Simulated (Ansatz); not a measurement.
# The chlorine atom (doublet): the correlation ladder, 6-31G*

Aim: climb from Hartree-Fock through coupled cluster and multireference methods for the chlorine atom (doublet) at one geometry and basis, and see what each rung misses.

The runs use Ansatz 0.2.0, Gaussian basis; 6-31G*, core rule «outside noble gas», up to 5 orbitals frozen.

Plan: UHF; CCSD(T) on ROHF; CCSD(T) on UHF; BCCD(T) on ROHF; CISD; CCSDT(Q) on ROHF; CCSDT(Q) on UHF; CISDTQ; CCSDTQ on ROHF; CCSDTQ on UHF; CASSCF and MRCISD+Q, 7 electrons in 4 orbitals; CASSCF and MRCISD+Q(relaxed), 7 electrons in 4 orbitals; CASSCF and NEVPT4(SD), 7 electrons in 4 orbitals; CASSCF and NEVPT2, 7 electrons in 4 orbitals; Full CI.

1 further run of the same task is left out (it didn't finish).

## (1) The atom

A free atom, in its lowest state of this spin that the program finds.

1 atom, charge 0, spin multiplicity 2.

## (2) UHF

Input file in.yaml:

```yaml
crystal:
  periodic: [false, false, false]
  atoms:
    - {symbol: Cl, position_ang: [0.000000, 0.000000, 0.000000]}
basis:
  gaussian: {orbitals: "6-31G*"}
magnetization: {spin_polarized: true, initial_magnetization: 1}
hamiltonian: {xc: hf}
output: {orbitals: {seedname: orbitals}}
```

Launch:

```sh
$ ansatz run in.yaml --threads 1 --pin off --events-out ev --progress --plain --max-ram 2393MiB
```

After this run come: CCSD(T) on ROHF; CCSD(T) on UHF; BCCD(T) on ROHF; CISD; CCSDT(Q) on ROHF; CCSDT(Q) on UHF; CISDTQ; CCSDTQ on ROHF; CCSDTQ on UHF; CASSCF and MRCISD+Q, 7 electrons in 4 orbitals; CASSCF and MRCISD+Q(relaxed), 7 electrons in 4 orbitals; CASSCF and NEVPT4(SD), 7 electrons in 4 orbitals; CASSCF and NEVPT2, 7 electrons in 4 orbitals; Full CI.

Q: Predict the results of all the runs planned. Wanted: FCI below the RHF energy; RMP2 from FCI; UMP2 from FCI; RCCSD from FCI; RCCSD(T) from FCI; UCCSD(T) from FCI; RCCSDT(Q) from FCI; UCCSDT(Q) from FCI; NEVPT2 valence from FCI.

**Answer**, as computed:

| quantity | value |
| --- | --- |
| FCI below the RHF energy | -3.4444 eV |
| RMP2 from FCI | +487.2 meV |
| UMP2 from FCI | +499.8 meV |
| RCCSD from FCI | +51.9 meV |
| RCCSD(T) from FCI | +9.0 meV |
| UCCSD(T) from FCI | +8.6 meV |
| RCCSDT(Q) from FCI | 0.0 meV |
| UCCSDT(Q) from FCI | -0.2 meV |
| NEVPT2 valence from FCI | +827.8 meV |
| NEVPT4(SD) valence from FCI | +67.3 meV |
| MRCISD+Q valence from FCI | -5.1 meV |
| levels within 1 kcal/mol (43 meV) | RCCSD(T), UCCSD(T), BCCD(T), RCCSDT, UCCSDT, CISDTQ, RCCSDT(Q), UCCSDT(Q), RCCSDTQ, UCCSDTQ, MRCISD+Q valence, MRCISD+Q(relaxed) valence |
| T1 diagnostic | 0.011 |
| effectively unpaired electrons | 1.01 |

RCCSD(T) lands +9.0 meV from the yardstick (0.3 % of the correlation energy). MRCISD+Q valence, MRCISD+Q(relaxed) valence fall below full CI: the +Q correction isn't variational, and the cores differ from full CI's. One determinant dominates. Of the multireference levels listed MRCISD+Q valence comes nearest in total energy (-5.1 meV), which doesn't show that its space is the better one. These misses are within one basis, not against nature; the frozen cores of restricted and unrestricted runs differ, which can shift their rows.
